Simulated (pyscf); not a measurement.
Optimised with ωB97X-D3(BJ)/def2-SVP in PySCF.

Task: `[OH][Sn]([OH])([OH])[OH]` + `[CH2]=[CH][CH3]` → `[CH3][CH]([CH3])[O][Sn]([OH])([OH])[OH]`
Surface: singlet. Broken: H–O. Formed: C–O, C–H. Give ΔE‡ and ΔE from ωB97M-D3(BJ)/def2-TZVP, relative to the separated reactants.

Result: ΔE‡ = 1.97 eV, ΔE = -0.74 eV. Zero-point energy shifts the barrier by -0.06 eV. It is an addition across a multiple bond or ene-type step, with an imaginary mode of 1819i cm⁻¹. On the reactant side the descent ends in a complex, 0.27 eV under the separated species and 2.21 eV under the saddle at ωB97X-D3(BJ)/def2-TZVP. One saddle was located; it need not be the lowest between these sides. Elements past Kr carry the def2 core potentials, without spin-orbit coupling.
